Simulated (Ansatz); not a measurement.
Cost and result for the atomization energy of `FC1C=C1` (7 atoms, 7 bonds).

```xyz
7

F    -0.589    1.458    0.917
C    -0.366    0.130    0.583
C    -0.247   -0.220   -0.828
C     0.856   -0.208   -0.139
H    -0.832   -0.494    1.341
H    -0.749   -0.347   -1.773
H     1.927   -0.318   -0.102
```

The species carries charge 0 and has multiplicity 1. Geometry: relaxed with PBE0-D4/def2-TZVP. Program: Ansatz. All runs use 2 threads of an Arm Neoverse V1 on a shared host. Times are those of one run each, without the atoms' runs, and a repeat can differ threefold. Electronic energies, without spin–orbit coupling; frozen cores. CCSD(T)/CBS adds CCSD(T) − MP2 in def2-TZVPP to the MP2 limit, and its time is that of the two runs behind it. T1 = 0.011.

CCSD(T)/CBS is a level of theory with its own doubt, some kJ/mol a heavy atom from the limit and from the frozen cores, so smaller differences don't rank the functionals.

```tsv
level	functions	atomization (kcal/mol)	difference from CCSD(T)/CBS	per bond
MP2/def2-QZVPP	318	709.0	14.0	2.0
B97M-V/def2-TZVPP	166	699.8	4.8	0.7
LDA (SPW92)/def2-TZVPP	166	820.5	125.5	17.9
CCSD(T)/def2-SVP	71	665.8	-29.2	-4.2
r2SCANh-D4/def2-TZVPP	166	695.6	0.6	0.1
PBE-D4/def2-TZVPP (with forces)	166	727.0	32.0	4.6
ωB97M-V/def2-TZVPP (with forces)	166	700.0	5.0	0.7
CCSD(T)/def2-TZVPP	166	676.3	-18.7	-2.7
PBE0-D4/def2-TZVPP	166	707.3	12.3	1.8
BHLYP-D4/def2-TZVPP	166	667.7	-27.3	-3.9
revPBE-D4/def2-TZVPP	166	704.7	9.7	1.4
CCSD(T)/CBS(def2)	–	695.0	0.0	0.0
B2PLYP/def2-TZVPP	166	691.1	-3.9	-0.6
```

Problem. Order the runs by time, with rough figures. (Estimate.)

Solution. The calculation gave: LDA (SPW92)/def2-TZVPP 0.9 s; revPBE-D4/def2-TZVPP 1.4 s; CCSD(T)/def2-SVP 1.6 s; PBE0-D4/def2-TZVPP 1.8 s; BHLYP-D4/def2-TZVPP 1.8 s; PBE-D4/def2-TZVPP (with forces) 1.8 s; B2PLYP/def2-TZVPP 3.1 s; r2SCANh-D4/def2-TZVPP 3.4 s; B97M-V/def2-TZVPP 6.5 s; ωB97M-V/def2-TZVPP (with forces) 7.5 s; MP2/def2-QZVPP 11 s; CCSD(T)/def2-TZVPP 31 s; CCSD(T)/CBS(def2) 42 s.

From BLYP to BHLYP (50 % exact exchange), in def2-TZVPP and without D4, the atomization energy moves by −29.4 kcal/mol: exact exchange takes away binding that semilocal exchange gives to molecules. The D4 term adds +3.5 kcal/mol with B3LYP and +1.8 kcal/mol with PBE0; it sums over pairs of atoms, weighted by their polarisabilities, and B3LYP, whose exchange is more repulsive, gets the larger term. In def2-TZVPP, CCSD(T) changes the Hartree–Fock value by +182.3 kcal/mol (the triples alone add +13.5 kcal/mol) and MP2 by +204.0 kcal/mol; breaking electron pairs costs correlation energy, which Hartree–Fock lacks.

B3LYP here is the variant with VWN-RPA as its local correlation; programs differ in this.
